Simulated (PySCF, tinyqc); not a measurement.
MP2 on RHF in the sto-6g basis, frozen core, for HF, spin multiplicity 1, step by step. The lowest restricted solution is unstable here: a spin-polarised one lies 0.0105 hartree lower (PySCF). One step of it, computed by the program tinyqc.

Question. Iteration 1: building the Fock matrix. J_ij = sum D_kl (ij|kl), K_ij = sum D_kl (ik|jl); F = H + J - 0.5 K; E = tr D H + tr D J / 2 - 0.25 tr D K + E_nn.

D at the start:
```
            1F 1s      1F 2s    1F 2px    1F 2py     1F 2pz      2H 1s
1F 1s    2.116562  -0.504933  0.000000  0.000000  -0.012137   0.041988
1F 2s   -0.504933   2.185764  0.000000  0.000000   0.067717  -0.174020
1F 2px   0.000000   0.000000  2.000000  0.000000   0.000000   0.000000
1F 2py   0.000000   0.000000  0.000000  2.000000   0.000000   0.000000
1F 2pz  -0.012137   0.067717  0.000000  0.000000   2.062708  -0.188554
2H 1s    0.041988  -0.174020  0.000000  0.000000  -0.188554   0.030138
```

core Hamiltonian H = T + V (hartree):
```
             1F 1s       1F 2s     1F 2px     1F 2py     1F 2pz      2H 1s
1F 1s   -40.829911   -9.103257   0.000000   0.000000  -0.007851  -0.810562
1F 2s    -9.103257  -10.798143   0.000000   0.000000  -0.092606  -1.968473
1F 2px    0.000000    0.000000  -8.613453   0.000000   0.000000   0.000000
1F 2py    0.000000    0.000000   0.000000  -8.613453   0.000000   0.000000
1F 2pz   -0.007851   -0.092606   0.000000   0.000000  -8.658914  -1.433296
2H 1s    -0.810562   -1.968473   0.000000   0.000000  -1.433296  -4.085192
```

Two-electron integrals (ij|kl) in chemists' order, unique and non-zero (hartree):
```
(11|11) 5.406240   (21|11) 0.768129   (21|21) 0.138909   (22|11) 1.266271
(22|21) 0.283987   (22|22) 0.926367   (31|31) 0.029452   (32|31) 0.044681
(32|32) 0.204753   (33|11) 1.266273   (33|21) 0.283987   (33|22) 0.926366
(33|33) 0.998085   (41|41) 0.029452   (42|41) 0.044681   (42|42) 0.204753
(43|43) 0.053789   (44|11) 1.266273   (44|21) 0.283987   (44|22) 0.926366
(44|33) 0.890506   (44|44) 0.998085   (51|51) 0.029452   (52|51) 0.044681
(52|52) 0.204753   (53|53) 0.053789   (54|54) 0.053789   (55|11) 1.266273
(55|21) 0.283987   (55|22) 0.926366   (55|33) 0.890506   (55|44) 0.890506
(55|55) 0.998085   (61|11) 0.072219   (61|21) 0.012532   (61|22) 0.025104
(61|33) 0.025063   (61|44) 0.025063   (61|51) 0.000545   (61|52) 0.001072
(61|55) 0.025186   (61|61) 0.001149   (62|11) 0.201474   (62|21) 0.045953
(62|22) 0.169588   (62|33) 0.167141   (62|44) 0.167141   (62|51) 0.003342
(62|52) 0.026207   (62|55) 0.174481   (62|61) 0.004155   (62|62) 0.040254
(63|31) 0.004851   (63|32) 0.028623   (63|53) 0.005362   (63|63) 0.005597
(64|41) 0.004851   (64|42) 0.028623   (64|54) 0.005362   (64|64) 0.005597
(65|11) 0.146029   (65|21) 0.033746   (65|22) 0.133001   (65|33) 0.127662
(65|44) 0.127662   (65|51) 0.006904   (65|52) 0.047299   (65|55) 0.143680
(65|61) 0.003168   (65|62) 0.038737   (65|65) 0.042438   (66|11) 0.401458
(66|21) 0.093248   (66|22) 0.396624   (66|33) 0.385275   (66|44) 0.385275
(66|51) 0.007356   (66|52) 0.082334   (66|55) 0.419320   (66|61) 0.008463
(66|62) 0.129199   (66|65) 0.143624   (66|66) 0.774999
```

nuclear repulsion = 3.64670360 hartree

Give: Coulomb J; exchange K; Fock matrix F; total energy of this density.

Answer.

Coulomb J (hartree):
```
          1F 1s   1F 2s  1F 2px  1F 2py  1F 2pz   2H 1s
1F 1s   21.0047  3.8031  0.0000  0.0000  0.0018  0.3451
1F 2s    3.8031  9.9393  0.0000  0.0000  0.0023  1.7583
1F 2px   0.0000  0.0000  9.9396  0.0000  0.0000  0.0000
1F 2py   0.0000  0.0000  0.0000  9.9396  0.0000  0.0000
1F 2pz   0.0018  0.0023  0.0000  0.0000  9.9388  1.3541
2H 1s    0.3451  1.7583  0.0000  0.0000  1.3541  3.9644
```

exchange K (hartree):
```
          1F 1s   1F 2s  1F 2px  1F 2py  1F 2pz   2H 1s
1F 1s   11.1506  1.8038  0.0000  0.0000  0.0007  0.1778
1F 2s    1.8038  3.2096  0.0000  0.0000  0.0058  0.4929
1F 2px   0.0000  0.0000  2.6680  0.0000  0.0000  0.0000
1F 2py   0.0000  0.0000  0.0000  2.6680  0.0000  0.0000
1F 2pz   0.0007  0.0058  0.0000  0.0000  2.6699  0.2853
2H 1s    0.1778  0.4929  0.0000  0.0000  0.2853  0.1263
```

Fock matrix F (hartree):
```
           1F 1s    1F 2s   1F 2px   1F 2py   1F 2pz    2H 1s
1F 1s   -25.4005  -6.2020   0.0000   0.0000  -0.0063  -0.5544
1F 2s    -6.2020  -2.4636   0.0000   0.0000  -0.0933  -0.4566
1F 2px    0.0000   0.0000  -0.0079   0.0000   0.0000   0.0000
1F 2py    0.0000   0.0000   0.0000  -0.0079   0.0000   0.0000
1F 2pz   -0.0063  -0.0933   0.0000   0.0000  -0.0551  -0.2219
2H 1s    -0.5544  -0.4566   0.0000   0.0000  -0.2219  -0.1839
```

total energy of this density = -98.838823 hartree
